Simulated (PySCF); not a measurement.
BCl₃, SMILES ClB(Cl)Cl.

Coordinates come from a PBE0-D3(BJ)/def2-SVP optimisation. The isomer is the one that the SMILES or the coordinates give; other isomers of the formula were not compared.

Two levels are set side by side: TDA-PBE/def2-SVPD (PySCF) and TDA-M06-2X/def2-SVPD (PySCF). Vertical, same geometry. The lowest singlet is HOMO→LUMO 100 % with PBE and HOMO→LUMO 99 % with the other functional; states are paired by order. Differences are taken from unrounded values.

```csv
quantity,TDA-M06-2X
lowest singlet excitation (eV),5.91
lowest triplet excitation (TDA) (eV),5.78
first bright state (f over 0.05) (eV),7.32
its oscillator strength,0.17
```

Problem. What does TDA-PBE give, and how far is it from TDA-M06-2X? (An estimate is asked for; the answer gives what the named calculation found.)

Solution. 
```tsv
quantity	TDA-PBE	TDA-PBE minus TDA-M06-2X
lowest singlet excitation (eV)	5.07	-0.84
lowest triplet excitation (TDA) (eV)	4.89	-0.89
first bright state (f over 0.05) (eV)	6.64	-0.68
its oscillator strength	0.16	-0.01
```

Functionals without exact exchange tend to place singlet excitations lower, as here. Differences between two approximate levels are no errors against the true value.

Rough cost on one machine, each run with all the roots and properties that it gave: TDA-M06-2X against TDA-PBE about 7 times.
